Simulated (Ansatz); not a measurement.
Consider the atomization: `CNCNC` → 3 C• + 10 H• + 2 N•.

Isolated molecules relaxed with PBE0-D4/def2-TZVP in Ansatz; ΔE leaves out vibrations. CBS: MP2 limit from def2 TZ/QZ plus the TZ coupled-cluster correction, frozen cores. This one scheme is used for every species, atoms too. Functionals use def2-TZVPP. B3LYP here is the variant with VWN-RPA as its local correlation; programs differ in this. No spin–orbit coupling; open shells (•) take unrestricted orbitals. Spin–orbit coupling would lower the free atoms: a little for C. Each species was taken in one conformer, which may not be the lowest.

What is ΔE at CCSD(T)/CBS? (Best estimate.)

The calculation gave: +1326.9 kcal/mol.

What do these levels give: PBE-D4, PBE0-D4, B3LYP-D4, B3LYP, HF/def2-TZVPP, MP2/def2-TZVPP, SCS-MP2/def2-TZVPP, CCSD/def2-TZVPP, CCSD(T)/def2-TZVPP, HF/CBS(def2), MP2/CBS(def2), CCSD/CBS(def2)? (Estimate.)

Ansatz gave: PBE-D4 1358.4, PBE0-D4 1334.9, B3LYP-D4 1334.3, B3LYP 1325.1, HF/def2-TZVPP 945.8, MP2/def2-TZVPP 1302.8, SCS-MP2/def2-TZVPP 1306.8, CCSD/def2-TZVPP 1274.7, CCSD(T)/def2-TZVPP 1292.4, HF/CBS(def2) 947.9, MP2/CBS(def2) 1337.3, CCSD/CBS(def2) 1309.2 kcal/mol.

Largest T1 diagnostic among the species: 0.009.

In def2-TZVPP, CCSD(T) changes the Hartree–Fock value by +346.6 kcal/mol (the triples alone add +17.7 kcal/mol) and MP2 by +356.9 kcal/mol; breaking electron pairs costs correlation energy, which Hartree–Fock lacks. The D4 term adds +9.2 kcal/mol with B3LYP and +4.9 kcal/mol with PBE0; it sums over pairs of atoms, weighted by their polarisabilities, and B3LYP, whose exchange is more repulsive, gets the larger term. From PBE to PBE0 (25 % exact exchange), in def2-TZVPP and without D4, ΔE moves by −22.5 kcal/mol: exact exchange takes away binding that semilocal exchange gives to molecules.

For atomizations the MP2-based limit and the directly extrapolated one differ by several kJ/mol either way, and by 10 to 25 for some Ge, Se and Sn compounds, so smaller differences from it don't rank the levels.
